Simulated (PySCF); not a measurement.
**A gas-phase reaction: BH3O + H3N → BH4N + H2O**

What reaction energy should one expect for `BO` + `N` → `BN` + `O`?

Programs: PySCF 2.14.0. All values are calculated, for the isolated system unless a continuum is named. Atoms count from 0, parts from 1.

## Step 1: Starting point

Each species was relaxed by itself at PBE0-D3(BJ)/def2-SVPD.

## Step 2: Reaction energy: wB97M-D3(BJ)/def2-TZVPD

What the job is given:

```
{"job": {"kind": "react", "xc": "wB97M-D3(BJ)", "basis": "def2-TZVPD"}, "charge": 0, "multiplicity": 1}
-1 BH3O charge 0 multiplicity 1
B     -0.413440    -0.038770     0.009170
O      0.865460    -0.468100     0.003140
H     -1.272710    -0.884170     0.022300
H     -0.663520     1.145820     0.001440
H      1.514670     0.240660    -0.007380

-1 H3N charge 0 multiplicity 1
N      0.006040     0.001100     0.284410
H      0.922390    -0.213420    -0.097890
H     -0.641270    -0.688540    -0.086060
H     -0.270910     0.903220    -0.091550

+1 BH4N charge 0 multiplicity 1
B      0.675340     0.069360    -0.029610
N     -0.704790    -0.070150     0.030280
H      1.369000    -0.899680     0.161010
H      1.146320     1.154140    -0.270440
H     -1.345580     0.696100    -0.118620
H     -1.162190    -0.948830     0.226820

+1 H2O charge 0 multiplicity 1
O     -0.001290     0.389360    -0.005030
H     -0.762230    -0.197210     0.002730
H      0.763550    -0.192120     0.002280
```

With the program's defaults for keys left out, this is: wB97M-D3(BJ)/def2-TZVPD reaction energy of separated species, gas phase.

The run is started by

```bash
$ OMP_NUM_THREADS=1 python cluster_run.py task.json out
```

One launch serves the whole session: the jobs run in the order shown.

Output:

```text
species 1 (BH3O)
coarse grid: 17776 points
cycle   1  E = -101.9061472889  dE =  5.405e-02  |g| = 5.801e-01  |ddm| = 1.415e+00
cycle   2  E = -101.8954249596  dE =  1.072e-02  |g| = 6.815e-01  |ddm| = 6.899e-01
cycle   3  E = -101.9710866116  dE = -7.566e-02  |g| = 3.003e-02  |ddm| = 3.464e-01
cycle   4  E = -101.9713788562  dE = -2.922e-04  |g| = 9.038e-03  |ddm| = 3.889e-02
cycle   5  E = -101.9714083949  dE = -2.954e-05  |g| = 1.458e-03  |ddm| = 1.365e-02
cycle   6  E = -101.9714097039  dE = -1.309e-06  |g| = 3.622e-04  |ddm| = 2.743e-03
final grid: 38536 points
cycle   7  E = -101.9713807284  dE = -6.852e-08  |g| = 1.288e-04  |ddm| = 1.371e-03
cycle   8  E = -101.9713807375  dE = -9.126e-09  |g| = 8.668e-05  |ddm| = 2.635e-04
cycle   9  E = -101.9713807393  dE = -1.718e-09  |g| = 3.044e-05  |ddm| = 6.864e-05
cycle  10  E = -101.9713807398  dE = -5.041e-10  |g| = 1.868e-05  |ddm| = 4.083e-05
converged SCF energy = -101.9713807398

species 2 (H3N)
coarse grid: 12536 points
cycle   1  E = -56.5694048359  dE = -1.294e-01  |g| = 3.023e-01  |ddm| = 1.089e+00
cycle   2  E = -56.5779586846  dE = -8.554e-03  |g| = 2.716e-01  |ddm| = 2.675e-01
cycle   3  E = -56.5918801497  dE = -1.392e-02  |g| = 2.124e-02  |ddm| = 1.115e-01
cycle   4  E = -56.5919857418  dE = -1.056e-04  |g| = 5.194e-03  |ddm| = 1.727e-02
cycle   5  E = -56.5919968776  dE = -1.114e-05  |g| = 7.322e-04  |ddm| = 8.712e-03
cycle   6  E = -56.5919972927  dE = -4.151e-07  |g| = 1.111e-04  |ddm| = 3.175e-03
final grid: 27112 points
cycle   7  E = -56.5919844249  dE = -1.744e-08  |g| = 6.662e-05  |ddm| = 8.729e-04
cycle   8  E = -56.5919844271  dE = -2.194e-09  |g| = 5.425e-05  |ddm| = 2.794e-04
cycle   9  E = -56.5919844278  dE = -7.062e-10  |g| = 1.256e-05  |ddm| = 5.578e-05
converged SCF energy = -56.5919844278

species 3 (BH4N)
coarse grid: 20192 points
cycle   1  E = -82.0692148534  dE =  7.270e-03  |g| = 2.646e-01  |ddm| = 1.511e+00
cycle   2  E = -82.0794286419  dE = -1.021e-02  |g| = 2.166e-01  |ddm| = 3.251e-01
cycle   3  E = -82.0881392532  dE = -8.711e-03  |g| = 3.118e-02  |ddm| = 1.005e-01
cycle   4  E = -82.0884352387  dE = -2.960e-04  |g| = 1.000e-02  |ddm| = 3.240e-02
cycle   5  E = -82.0884642591  dE = -2.902e-05  |g| = 1.563e-03  |ddm| = 1.047e-02
cycle   6  E = -82.0884655685  dE = -1.309e-06  |g| = 3.568e-04  |ddm| = 2.936e-03
final grid: 43688 points
cycle   7  E = -82.0884512809  dE = -6.659e-08  |g| = 1.656e-04  |ddm| = 2.083e-03
cycle   8  E = -82.0884512886  dE = -7.711e-09  |g| = 1.710e-04  |ddm| = 3.261e-04
cycle   9  E = -82.0884512941  dE = -5.500e-09  |g| = 2.524e-05  |ddm| = 7.991e-05
cycle  10  E = -82.0884512947  dE = -5.691e-10  |g| = 9.182e-06  |ddm| = 7.932e-05
converged SCF energy = -82.0884512947

species 4 (H2O)
coarse grid: 10128 points
cycle   1  E = -76.4117500965  dE = -7.452e-02  |g| = 5.872e-01  |ddm| = 8.994e-01
cycle   2  E = -76.4087437475  dE =  3.006e-03  |g| = 6.461e-01  |ddm| = 5.038e-01
cycle   3  E = -76.4759334607  dE = -6.719e-02  |g| = 2.731e-02  |ddm| = 2.374e-01
cycle   4  E = -76.4760586625  dE = -1.252e-04  |g| = 5.497e-03  |ddm| = 1.609e-02
cycle   5  E = -76.4760673392  dE = -8.677e-06  |g| = 8.214e-04  |ddm| = 5.831e-03
final grid: 21952 points
cycle   6  E = -76.4760629962  dE = -1.975e-07  |g| = 5.842e-04  |ddm| = 1.373e-03
cycle   7  E = -76.4760630030  dE = -6.842e-09  |g| = 6.465e-04  |ddm| = 6.469e-04
cycle   8  E = -76.4760630667  dE = -6.362e-08  |g| = 3.199e-05  |ddm| = 2.235e-04
cycle   9  E = -76.4760630675  dE = -8.228e-10  |g| = 4.134e-06  |ddm| = 1.105e-04
converged SCF energy = -76.4760630675

Reaction energy = -0.943 kcal/mol
```

Run time: 9.7 s. Hardware: 1 thread of Intel Xeon Platinum 8175M at 2.50GHz, shared host; peak memory 0.41 GiB.

Species by species (with the dispersion term, which the log's SCF energies lack):

| ν | species | energy (Eh) | HOMO (eV) |
| --- | --- | --- | --- |
| -1 | BO | -101.97390 | -11.32 |
| -1 | N | -56.59358 | -10.26 |
| +1 | BN | -82.09216 | -11.21 |
| +1 | O | -76.47682 | -11.72 |

## Step 3: Reaction energy: PBE0-D3(BJ)/def2-TZVPD

Same as in step 2 but for these lines:

```diff
@@ -1,2 +1,2 @@
-{"job": {"kind": "react", "xc": "wB97M-D3(BJ)", "basis": "def2-TZVPD"}, "charge": 0, "multiplicity": 1}
+{"job": {"kind": "react", "xc": "PBE0", "basis": "def2-TZVPD", "disp": "d3bj"}, "charge": 0, "multiplicity": 1}
 -1 BH3O charge 0 multiplicity 1
```

With the program's defaults for keys left out, this is: PBE0-D3(BJ)/def2-TZVPD reaction energy of separated species, gas phase.

Output:

```text
species 1 (BH3O)
coarse grid: 4032 points
cycle   1  E = -101.7629048393  dE =  4.376e-02  |g| = 6.014e-01  |ddm| = 1.454e+00
cycle   2  E = -101.6445558616  dE =  1.183e-01  |g| = 1.004e+00  |ddm| = 9.592e-01
cycle   3  E = -101.8272564806  dE = -1.827e-01  |g| = 6.036e-02  |ddm| = 6.237e-01
cycle   4  E = -101.8280872177  dE = -8.307e-04  |g| = 1.572e-02  |ddm| = 5.185e-02
cycle   5  E = -101.8281491981  dE = -6.198e-05  |g| = 2.306e-03  |ddm| = 1.333e-02
cycle   6  E = -101.8281504352  dE = -1.237e-06  |g| = 3.123e-04  |ddm| = 2.046e-03
final grid: 38536 points
cycle   7  E = -101.8272681474  dE = -2.997e-05  |g| = 4.671e-03  |ddm| = 4.956e-02
cycle   8  E = -101.8272637749  dE =  4.372e-06  |g| = 6.894e-03  |ddm| = 5.143e-03
cycle   9  E = -101.8272721543  dE = -8.379e-06  |g| = 6.367e-04  |ddm| = 3.648e-03
cycle  10  E = -101.8272722389  dE = -8.458e-08  |g| = 1.098e-04  |ddm| = 5.601e-04
cycle  11  E = -101.8272722419  dE = -3.017e-09  |g| = 1.197e-05  |ddm| = 9.168e-05
cycle  12  E = -101.8272722420  dE = -2.655e-11  |g| = 1.578e-06  |ddm| = 1.017e-05
converged SCF energy = -101.8272722420

species 2 (H3N)
coarse grid: 2928 points
cycle   1  E = -56.4895154988  dE = -9.633e-02  |g| = 3.707e-01  |ddm| = 1.101e+00
cycle   2  E = -56.4630952827  dE =  2.642e-02  |g| = 5.179e-01  |ddm| = 4.422e-01
cycle   3  E = -56.5201941392  dE = -5.710e-02  |g| = 1.575e-02  |ddm| = 2.483e-01
cycle   4  E = -56.5202426012  dE = -4.846e-05  |g| = 3.353e-03  |ddm| = 8.628e-03
cycle   5  E = -56.5202447720  dE = -2.171e-06  |g| = 3.221e-04  |ddm| = 2.235e-03
final grid: 27112 points
cycle   6  E = -56.5150254640  dE = -1.155e-05  |g| = 5.642e-03  |ddm| = 1.635e-02
cycle   7  E = -56.5150199609  dE =  5.503e-06  |g| = 7.720e-03  |ddm| = 5.823e-03
cycle   8  E = -56.5150318305  dE = -1.187e-05  |g| = 1.450e-04  |ddm| = 3.491e-03
cycle   9  E = -56.5150318351  dE = -4.633e-09  |g| = 3.189e-05  |ddm| = 9.616e-05
cycle  10  E = -56.5150318354  dE = -2.965e-10  |g| = 3.526e-06  |ddm| = 2.962e-05
converged SCF energy = -56.5150318354

species 3 (BH4N)
coarse grid: 4632 points
cycle   1  E = -81.9423118416  dE = -3.396e-02  |g| = 3.238e-01  |ddm| = 1.561e+00
cycle   2  E = -81.9361119945  dE =  6.200e-03  |g| = 3.862e-01  |ddm| = 3.980e-01
cycle   3  E = -81.9676819064  dE = -3.157e-02  |g| = 5.577e-02  |ddm| = 1.985e-01
cycle   4  E = -81.9684231202  dE = -7.412e-04  |g| = 1.502e-02  |ddm| = 3.914e-02
cycle   5  E = -81.9684809753  dE = -5.786e-05  |g| = 1.233e-03  |ddm| = 1.001e-02
cycle   6  E = -81.9684814898  dE = -5.145e-07  |g| = 1.331e-04  |ddm| = 1.272e-03
final grid: 43688 points
cycle   7  E = -81.9634836058  dE = -2.194e-05  |g| = 5.950e-03  |ddm| = 5.638e-02
cycle   8  E = -81.9634770748  dE =  6.531e-06  |g| = 8.251e-03  |ddm| = 6.518e-03
cycle   9  E = -81.9634909165  dE = -1.384e-05  |g| = 6.535e-04  |ddm| = 3.721e-03
cycle  10  E = -81.9634910312  dE = -1.148e-07  |g| = 1.307e-04  |ddm| = 5.240e-04
cycle  11  E = -81.9634910358  dE = -4.538e-09  |g| = 1.340e-05  |ddm| = 9.841e-05
cycle  12  E = -81.9634910358  dE = -4.098e-11  |g| = 2.576e-06  |ddm| = 1.512e-05
converged SCF energy = -81.9634910358

species 4 (H2O)
coarse grid: 2328 points
cycle   1  E = -76.3044310500  dE = -5.291e-03  |g| = 6.571e-01  |ddm| = 9.011e-01
cycle   2  E = -76.1882145048  dE =  1.162e-01  |g| = 1.036e+00  |ddm| = 7.256e-01
cycle   3  E = -76.3820306608  dE = -1.938e-01  |g| = 3.132e-02  |ddm| = 4.396e-01
cycle   4  E = -76.3822129603  dE = -1.823e-04  |g| = 5.864e-03  |ddm| = 1.606e-02
cycle   5  E = -76.3822180991  dE = -5.139e-06  |g| = 7.850e-04  |ddm| = 2.507e-03
final grid: 21952 points
cycle   6  E = -76.3808944459  dE = -1.510e-05  |g| = 3.448e-03  |ddm| = 9.315e-03
cycle   7  E = -76.3808924798  dE =  1.966e-06  |g| = 4.753e-03  |ddm| = 3.321e-03
cycle   8  E = -76.3808961968  dE = -3.717e-06  |g| = 2.518e-04  |ddm| = 1.965e-03
cycle   9  E = -76.3808962074  dE = -1.061e-08  |g| = 2.399e-05  |ddm| = 1.101e-04
cycle  10  E = -76.3808962075  dE = -1.119e-10  |g| = 3.292e-06  |ddm| = 1.515e-05
converged SCF energy = -76.3808962075

Reaction energy = -1.463 kcal/mol
```

Run time: 5.2 s. Hardware: 1 thread of Intel Xeon Platinum 8175M at 2.50GHz, shared host; peak memory 0.41 GiB.

Reaction energy at this level: -1.46 kcal/mol.

## Step 4: Energies of the species: MP2/def2-TZVPD

Same as in step 3 but for these lines:

```diff
@@ -1,2 +1,2 @@
-{"job": {"kind": "react", "xc": "PBE0", "basis": "def2-TZVPD", "disp": "d3bj"}, "charge": 0, "multiplicity": 1}
+{"job": {"kind": "react", "xc": "MP2", "basis": "def2-TZVPD"}, "charge": 0, "multiplicity": 1}
 -1 BH3O charge 0 multiplicity 1
```

With the program's defaults for keys left out, this is: MP2/def2-TZVPD reaction energy of separated species, gas phase.

Output:

```text
species 1 (BH3O)
final grid: 38536 points
cycle   1  E = -101.3222150571  dE =  2.451e-02  |g| = 4.633e-01  |ddm| = 1.356e+00
cycle   2  E = -101.3584691726  dE = -3.625e-02  |g| = 2.742e-01  |ddm| = 3.957e-01
cycle   3  E = -101.3709284006  dE = -1.246e-02  |g| = 4.214e-02  |ddm| = 1.498e-01
cycle   4  E = -101.3714710332  dE = -5.426e-04  |g| = 6.846e-03  |ddm| = 4.580e-02
cycle   5  E = -101.3714919169  dE = -2.088e-05  |g| = 1.224e-03  |ddm| = 1.180e-02
cycle   6  E = -101.3714928273  dE = -9.104e-07  |g| = 2.962e-04  |ddm| = 2.486e-03
cycle   7  E = -101.3714928739  dE = -4.667e-08  |g| = 7.201e-05  |ddm| = 5.738e-04
cycle   8  E = -101.3714928770  dE = -3.019e-09  |g| = 1.795e-05  |ddm| = 1.471e-04
cycle   9  E = -101.3714928772  dE = -2.333e-10  |g| = 4.155e-06  |ddm| = 3.909e-05
converged SCF energy = -101.3714928772

species 2 (H3N)
final grid: 27112 points
cycle   1  E = -56.2058946181  dE = -1.621e-01  |g| = 2.298e-01  |ddm| = 1.073e+00
cycle   2  E = -56.2178842662  dE = -1.199e-02  |g| = 7.796e-02  |ddm| = 1.404e-01
cycle   3  E = -56.2190895091  dE = -1.205e-03  |g| = 2.444e-02  |ddm| = 4.020e-02
cycle   4  E = -56.2192488299  dE = -1.593e-04  |g| = 5.225e-03  |ddm| = 1.749e-02
cycle   5  E = -56.2192629583  dE = -1.413e-05  |g| = 1.112e-03  |ddm| = 7.204e-03
cycle   6  E = -56.2192641775  dE = -1.219e-06  |g| = 2.934e-04  |ddm| = 3.286e-03
cycle   7  E = -56.2192642721  dE = -9.466e-08  |g| = 4.961e-05  |ddm| = 9.840e-04
cycle   8  E = -56.2192642742  dE = -2.082e-09  |g| = 4.563e-06  |ddm| = 1.082e-04
cycle   9  E = -56.2192642742  dE = -1.317e-11  |g| = 5.842e-07  |ddm| = 2.273e-05
converged SCF energy = -56.2192642742

species 3 (BH4N)
final grid: 43688 points
cycle   1  E = -81.5035541755  dE =  2.515e-02  |g| = 2.551e-01  |ddm| = 1.472e+00
cycle   2  E = -81.5258371540  dE = -2.228e-02  |g| = 6.531e-02  |ddm| = 2.717e-01
cycle   3  E = -81.5274119141  dE = -1.575e-03  |g| = 2.804e-02  |ddm| = 8.023e-02
cycle   4  E = -81.5276092990  dE = -1.974e-04  |g| = 5.607e-03  |ddm| = 2.006e-02
cycle   5  E = -81.5276194460  dE = -1.015e-05  |g| = 9.647e-04  |ddm| = 5.343e-03
cycle   6  E = -81.5276200173  dE = -5.713e-07  |g| = 2.516e-04  |ddm| = 1.360e-03
cycle   7  E = -81.5276200706  dE = -5.334e-08  |g| = 7.817e-05  |ddm| = 4.332e-04
cycle   8  E = -81.5276200747  dE = -4.067e-09  |g| = 1.883e-05  |ddm| = 1.345e-04
cycle   9  E = -81.5276200750  dE = -2.952e-10  |g| = 3.509e-06  |ddm| = 4.380e-05
converged SCF energy = -81.5276200750

species 4 (H2O)
final grid: 21952 points
cycle   1  E = -76.0248954886  dE = -1.467e-01  |g| = 4.364e-01  |ddm| = 8.776e-01
cycle   2  E = -76.0503815170  dE = -2.549e-02  |g| = 2.594e-01  |ddm| = 2.972e-01
cycle   3  E = -76.0608902939  dE = -1.051e-02  |g| = 2.594e-02  |ddm| = 1.025e-01
cycle   4  E = -76.0610476490  dE = -1.574e-04  |g| = 5.694e-03  |ddm| = 1.523e-02
cycle   5  E = -76.0610620157  dE = -1.437e-05  |g| = 1.176e-03  |ddm| = 5.301e-03
cycle   6  E = -76.0610629053  dE = -8.896e-07  |g| = 2.235e-04  |ddm| = 1.658e-03
cycle   7  E = -76.0610629420  dE = -3.670e-08  |g| = 3.304e-05  |ddm| = 3.732e-04
cycle   8  E = -76.0610629427  dE = -6.651e-10  |g| = 4.158e-06  |ddm| = 3.886e-05
converged SCF energy = -76.0610629427

Reaction energy = -0.907 kcal/mol
```

Wall time 2.3 s (1 thread of Intel Xeon Platinum 8175M at 2.50GHz, shared host); peak memory 0.43 GiB.

Reaction energy at this level: -0.91 kcal/mol.

## Step 5: Comparing the runs

Energies in kcal/mol, with wall time:

| run | reaction | time |
| --- | --- | --- |
| wB97M-D3(BJ)/def2-TZVPD | -0.94 | 9.7 s |
| PBE0-D3(BJ)/def2-TZVPD | -1.46 | 5.2 s |
| MP2/def2-TZVPD | -0.91 | 2.3 s |

## Step 6: Outcome

| quantity | value |
| --- | --- |
| reaction energy (wB97M-D3(BJ)/def2-TZVPD) | -0.94 kcal/mol |
| ΔH, ΔG at 298 K (xTB thermal terms) | -1.4, -1.1 kcal/mol |
| range of the reaction energy over the runs of this table | -1.46 to -0.91 kcal/mol |

The reaction is exothermic by 1.4 kcal/mol in the gas phase; dispersion gives -0.22, and xTB itself gave 3.12 for the electronic energy (xTB energies and thermal terms come from the earlier relaxation of each species, not shown). No barrier was sought. The reaction energy runs from -1.46 (PBE0-D3(BJ)/def2-TZVPD) to -0.91 kcal/mol (MP2/def2-TZVPD).
